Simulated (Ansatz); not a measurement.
Ansatz (an electronic-structure program) input (B3LYP-D3(BJ)/def2-TZVP):

Ansatz 0.2 input:
```yaml
crystal:
  periodic: [false, false, false]
  atoms:
    - {symbol: O, position_ang: [0.05230881, -0.67057054, 0.10712734]}
    - {symbol: C, position_ang: [-0.06030901, 0.67760296, -0.04419087]}
    - {symbol: C, position_ang: [1.37272476, -1.17986554, 0.01616680]}
    - {symbol: C, position_ang: [-1.44671800, 1.19660655, -0.00721166]}
    - {symbol: H, position_ang: [0.71276390, 1.16106688, -0.63684807]}
    - {symbol: H, position_ang: [1.30577715, -2.26075463, 0.11899958]}
    - {symbol: H, position_ang: [1.81883767, -0.93384930, -0.95344006]}
    - {symbol: H, position_ang: [2.00154543, -0.77313859, 0.81351599]}
    - {symbol: H, position_ang: [-2.04587074, 0.85259076, -0.86374707]}
    - {symbol: H, position_ang: [-1.96391863, 0.86558883, 0.89724905]}
    - {symbol: H, position_ang: [-1.44179168, 2.28699647, -0.02133387]}
basis:
  gaussian:
    orbitals: def2-TZVP
hamiltonian:
  xc: b3lyp
  dispersion: d3bj
magnetization: {spin_polarized: true, initial_magnetization: 1}
phonons: {temperatures: {t_min: 298.15, t_max: 298.15, t_step: 100}}
```

Output:

```
Functional definition: B3LYP
integrals: 0.06 GiB planned
999 factors; their error is unknown
mean field: 0.85 GiB planned
mean field evaluation 1: about -5264.3121 eV, gradient 4.3e1 eV
mean field evaluation 2: about -5260.6982 eV, gradient 5.0e1 eV
mean field evaluation 4: about -5272.6849 eV, gradient 3.6e0 eV
mean field evaluation 8: about -5272.7292 eV, gradient 6.5e-2 eV
mean field evaluation 16: about -5272.7124 eV, gradient 1.2e-4 eV
mean field -5272.71238661 eV, -193.7686062351 hartree, gradient 1.5e-5 eV, S^2 0.753530; 0 other end points of the search recorded, 0 dependent functions left out
the calculation of the forces begins
reference -5272.71266321 eV, -193.7686163998 hartree; 17, 16 occupied and 149, 150 virtual orbitals, 999 factors
these checks for a lower state are left out or cut short: stability, starts, cluster_reference, orbital_swaps, neighbouring_geometries, increment
integrals: 0.06 GiB planned
999 factors; their error is unknown
mean field: 0.85 GiB planned
mean field -5272.71228096 eV, -193.7686023527 hartree, gradient 1.8e-6 eV, S^2 0.753533; 0 other end points of the search recorded, 0 dependent functions left out
the calculation of the forces begins
reference -5272.71255761 eV, -193.7686125194 hartree; 17, 16 occupied and 149, 150 virtual orbitals, 999 factors
these checks for a lower state are left out or cut short: stability, starts, cluster_reference, orbital_swaps, neighbouring_geometries, increment
integrals: 0.06 GiB planned
999 factors; their error is unknown
mean field: 0.85 GiB planned
mean field evaluation 32: about -5272.7123 eV, gradient 1.4e-6 eV
mean field -5272.71226494 eV, -193.7686017640 hartree, gradient 1.8e-6 eV, S^2 0.753528; 0 other end points of the search recorded, 0 dependent functions left out
the calculation of the forces begins
reference -5272.71254148 eV, -193.7686119266 hartree; 17, 16 occupied and 149, 150 virtual orbitals, 999 factors
these checks for a lower state are left out or cut short: stability, starts, cluster_reference, orbital_swaps, neighbouring_geometries, increment
integrals: 0.06 GiB planned
999 factors; their error is unknown
mean field: 0.85 GiB planned
mean field -5272.71222533 eV, -193.7686003081 hartree, gradient 1.8e-6 eV, S^2 0.753524; 0 other end points of the search recorded, 0 dependent functions left out
the calculation of the forces begins
reference -5272.71250190 eV, -193.7686104720 hartree; 17, 16 occupied and 149, 150 virtual orbitals, 999 factors
these checks for a lower state are left out or cut short: stability, starts, cluster_reference, orbital_swaps, neighbouring_geometries, increment
integrals: 0.06 GiB planned
999 factors; their error is unknown
mean field: 0.85 GiB planned
mean field -5272.71225730 eV, -193.7686014832 hartree, gradient 1.8e-6 eV, S^2 0.753537; 0 other end points of the search recorded, 0 dependent functions left out
the calculation of the forces begins
reference -5272.71253392 eV, -193.7686116486 hartree; 17, 16 occupied and 149, 150 virtual orbitals, 999 factors
these checks for a lower state are left out or cut short: stability, starts, cluster_reference, orbital_swaps, neighbouring_geometries, increment
integrals: 0.06 GiB planned
999 factors; their error is unknown
mean field: 0.85 GiB planned
mean field -5272.71236647 eV, -193.7686054950 hartree, gradient 1.8e-6 eV, S^2 0.753534; 0 other end points of the search recorded, 0 dependent functions left out
the calculation of the forces begins
reference -5272.71264304 eV, -193.7686156587 hartree; 17, 16 occupied and 149, 150 virtual orbitals, 999 factors
these checks for a lower state are left out or cut short: stability, starts, cluster_reference, orbital_swaps, neighbouring_geometries, increment
integrals: 0.06 GiB planned
[...]
mean field: 0.85 GiB planned
mean field evaluation 384: about -5272.7294 eV, gradient 3.6e-1 eV
mean field -5272.71231675 eV, -193.7686036677 hartree, gradient 1.8e-6 eV, S^2 0.753527; 0 other end points of the search recorded, 0 dependent functions left out
the calculation of the forces begins
reference -5272.71259335 eV, -193.7686138325 hartree; 17, 16 occupied and 149, 150 virtual orbitals, 999 factors
these checks for a lower state are left out or cut short: stability, starts, cluster_reference, orbital_swaps, neighbouring_geometries, increment
integrals: 0.06 GiB planned
999 factors; their error is unknown
mean field: 0.85 GiB planned
mean field -5272.71232989 eV, -193.7686041506 hartree, gradient 1.8e-6 eV, S^2 0.753533; 0 other end points of the search recorded, 0 dependent functions left out
the calculation of the forces begins
reference -5272.71260648 eV, -193.7686143152 hartree; 17, 16 occupied and 149, 150 virtual orbitals, 999 factors
these checks for a lower state are left out or cut short: stability, starts, cluster_reference, orbital_swaps, neighbouring_geometries, increment
integrals: 0.06 GiB planned
999 factors; their error is unknown
mean field: 0.85 GiB planned
mean field -5272.71233300 eV, -193.7686042650 hartree, gradient 1.8e-6 eV, S^2 0.753529; 0 other end points of the search recorded, 0 dependent functions left out
the calculation of the forces begins
reference -5272.71260955 eV, -193.7686144279 hartree; 17, 16 occupied and 149, 150 virtual orbitals, 999 factors
these checks for a lower state are left out or cut short: stability, starts, cluster_reference, orbital_swaps, neighbouring_geometries, increment
integrals: 0.06 GiB planned
999 factors; their error is unknown
mean field: 0.85 GiB planned
mean field -5272.71237181 eV, -193.7686056912 hartree, gradient 1.8e-6 eV, S^2 0.753532; 0 other end points of the search recorded, 0 dependent functions left out
the calculation of the forces begins
reference -5272.71264845 eV, -193.7686158577 hartree; 17, 16 occupied and 149, 150 virtual orbitals, 999 factors
these checks for a lower state are left out or cut short: stability, starts, cluster_reference, orbital_swaps, neighbouring_geometries, increment
integrals: 0.06 GiB planned
999 factors; their error is unknown
mean field: 0.85 GiB planned
mean field evaluation 416: about -5272.7124 eV, gradient 4.6e-3 eV
mean field -5272.71237177 eV, -193.7686056898 hartree, gradient 1.8e-6 eV, S^2 0.753530; 0 other end points of the search recorded, 0 dependent functions left out
the calculation of the forces begins
reference -5272.71264836 eV, -193.7686158541 hartree; 17, 16 occupied and 149, 150 virtual orbitals, 999 factors
these checks for a lower state are left out or cut short: stability, starts, cluster_reference, orbital_swaps, neighbouring_geometries, increment
integrals: 0.06 GiB planned
999 factors; their error is unknown
mean field: 0.85 GiB planned
mean field -5272.71235826 eV, -193.7686051934 hartree, gradient 1.8e-6 eV, S^2 0.753530; 0 other end points of the search recorded, 0 dependent functions left out
the calculation of the forces begins
reference -5272.71263487 eV, -193.7686153585 hartree; 17, 16 occupied and 149, 150 virtual orbitals, 999 factors
these checks for a lower state are left out or cut short: stability, starts, cluster_reference, orbital_swaps, neighbouring_geometries, increment
integrals: 0.06 GiB planned
999 factors; their error is unknown
mean field: 0.85 GiB planned
mean field -5272.71232235 eV, -193.7686038735 hartree, gradient 1.8e-6 eV, S^2 0.753530; 0 other end points of the search recorded, 0 dependent functions left out
the calculation of the forces begins
reference -5272.71259903 eV, -193.7686140414 hartree; 17, 16 occupied and 149, 150 virtual orbitals, 999 factors
these checks for a lower state are left out or cut short: stability, starts, cluster_reference, orbital_swaps, neighbouring_geometries, increment
integrals: 0.06 GiB planned
999 factors; their error is unknown
mean field: 0.85 GiB planned
mean field -5272.71230387 eV, -193.7686031944 hartree, gradient 1.8e-6 eV, S^2 0.753530; 0 other end points of the search recorded, 0 dependent functions left out
the calculation of the forces begins
reference -5272.71258038 eV, -193.7686133560 hartree; 17, 16 occupied and 149, 150 virtual orbitals, 999 factors
these checks for a lower state are left out or cut short: stability, starts, cluster_reference, orbital_swaps, neighbouring_geometries, increment
integrals: 0.06 GiB planned
999 factors; their error is unknown
mean field: 0.85 GiB planned
mean field -5272.71236157 eV, -193.7686053149 hartree, gradient 1.8e-6 eV, S^2 0.753530; 0 other end points of the search recorded, 0 dependent functions left out
the calculation of the forces begins
reference -5272.71263816 eV, -193.7686154792 hartree; 17, 16 occupied and 149, 150 virtual orbitals, 999 factors
these checks for a lower state are left out or cut short: stability, starts, cluster_reference, orbital_swaps, neighbouring_geometries, increment
integrals: 0.06 GiB planned
999 factors; their error is unknown
mean field: 0.85 GiB planned
mean field evaluation 448: about -5272.7299 eV, gradient 2.8e-4 eV
mean field -5272.71238082 eV, -193.7686060222 hartree, gradient 1.8e-6 eV, S^2 0.753530; 0 other end points of the search recorded, 0 dependent functions left out
the calculation of the forces begins
reference -5272.71265742 eV, -193.7686161872 hartree; 17, 16 occupied and 149, 150 virtual orbitals, 999 factors
these checks for a lower state are left out or cut short: stability, starts, cluster_reference, orbital_swaps, neighbouring_geometries, increment
integrals: 0.06 GiB planned
999 factors; their error is unknown
mean field: 0.85 GiB planned
mean field -5272.71229815 eV, -193.7686029844 hartree, gradient 1.8e-6 eV, S^2 0.753530; 0 other end points of the search recorded, 0 dependent functions left out
the calculation of the forces begins
reference -5272.71257482 eV, -193.7686131517 hartree; 17, 16 occupied and 149, 150 virtual orbitals, 999 factors
these checks for a lower state are left out or cut short: stability, starts, cluster_reference, orbital_swaps, neighbouring_geometries, increment
integrals: 0.06 GiB planned
999 factors; their error is unknown
mean field: 0.85 GiB planned
mean field -5272.71226916 eV, -193.7686019191 hartree, gradient 1.8e-6 eV, S^2 0.753530; 0 other end points of the search recorded, 0 dependent functions left out
the calculation of the forces begins
reference -5272.71254569 eV, -193.7686120812 hartree; 17, 16 occupied and 149, 150 virtual orbitals, 999 factors
these checks for a lower state are left out or cut short: stability, starts, cluster_reference, orbital_swaps, neighbouring_geometries, increment
integrals: 0.06 GiB planned
999 factors; their error is unknown
mean field: 0.85 GiB planned
mean field -5272.71237346 eV, -193.7686057520 hartree, gradient 1.8e-6 eV, S^2 0.753530; 0 other end points of the search recorded, 0 dependent functions left out
the calculation of the forces begins
reference -5272.71265008 eV, -193.7686159174 hartree; 17, 16 occupied and 149, 150 virtual orbitals, 999 factors
these checks for a lower state are left out or cut short: stability, starts, cluster_reference, orbital_swaps, neighbouring_geometries, increment
integrals: 0.06 GiB planned
999 factors; their error is unknown
mean field: 0.85 GiB planned
mean field evaluation 480: about -5272.7124 eV, gradient 1.4e-6 eV
mean field -5272.71237268 eV, -193.7686057232 hartree, gradient 1.8e-6 eV, S^2 0.753530; 0 other end points of the search recorded, 0 dependent functions left out
the calculation of the forces begins
reference -5272.71264926 eV, -193.7686158872 hartree; 17, 16 occupied and 149, 150 virtual orbitals, 999 factors
Total energy: -5272.97894212 eV, -193.7784019695 hartree
Atom 0 at     0.052309    -0.670571     0.107127 Å, force    -0.001342     0.001374    -0.000350 eV/Å
Atom 1 at    -0.060309     0.677603    -0.044191 Å, force     0.001154     0.000207     0.000202 eV/Å
Atom 2 at     1.372725    -1.179866     0.016167 Å, force    -0.000187     0.001120    -0.000312 eV/Å
Atom 3 at    -1.446718     1.196607    -0.007212 Å, force     0.001071    -0.001515    -0.000304 eV/Å
Atom 4 at     0.712764     1.161067    -0.636848 Å, force    -0.000467    -0.000665     0.000401 eV/Å
Atom 5 at     1.305777    -2.260755     0.119000 Å, force    -0.000323    -0.000828     0.000124 eV/Å
Atom 6 at     1.818838    -0.933849    -0.953440 Å, force     0.000032     0.000047    -0.000696 eV/Å
Atom 7 at     2.001545    -0.773139     0.813516 Å, force     0.000503     0.000394     0.000798 eV/Å
Atom 8 at    -2.045871     0.852591    -0.863747 Å, force    -0.000527     0.000061    -0.000323 eV/Å
Atom 9 at    -1.963919     0.865589     0.897249 Å, force    -0.000469    -0.000192     0.000582 eV/Å
Atom 10 at    -1.441792     2.286996    -0.021334 Å, force     0.000554    -0.000003    -0.000122 eV/Å
Dipole moment:     0.202288     0.000504    -0.104170 e Å
Vibrations: 109.17 163.97 197.73 288.28 470.62 562.64 887.20 1023.23 1068.28 1129.51 1172.16 1193.53 1277.83 1383.14 1422.20 1463.12 1478.82 1487.60 1495.22 1502.72 2951.47 3000.91 3044.84 3054.44 3099.03 3117.14 3129.92 cm⁻¹, zero-point energy 2.552508 eV
```

It need not be the lowest isomer of its formula.
